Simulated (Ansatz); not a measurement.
Mulliken charges of `[C]#C[SiH3]` radical from PBE/def2-TZVPP in Ansatz (PBE0-D4/def2-TZVP geometry).

```
atom   x (Å)   y (Å)   z (Å)  charge (e)
  C1   1.100  -1.944   1.068       0.003
  C2   0.564  -0.994   0.539      -0.163
 Si3  -0.246   0.437  -0.257       0.264
  H4  -1.451  -0.036  -0.979      -0.035
  H5   0.706   1.059  -1.207      -0.035
  H6  -0.631   1.413   0.791      -0.035
```

Question: By hand: the dipole of these point charges (1 e Å = 4.8032 D).

Answer: Σ q r = (-0.105, 0.186, -0.104) e Å, of length 0.238 e Å = 1.14 D.

Question: How does the dipole of the full density compare? (An estimate is asked.)

Answer: Ansatz gave: (-0.073, 0.130, -0.072) e Å, 0.80 D; the point charges give 1.42 times that, at 0° from its direction.

Point charges leave out the atoms' own dipoles, such as those of lone pairs, and Mulliken's split depends on the basis, so the two needn't agree.
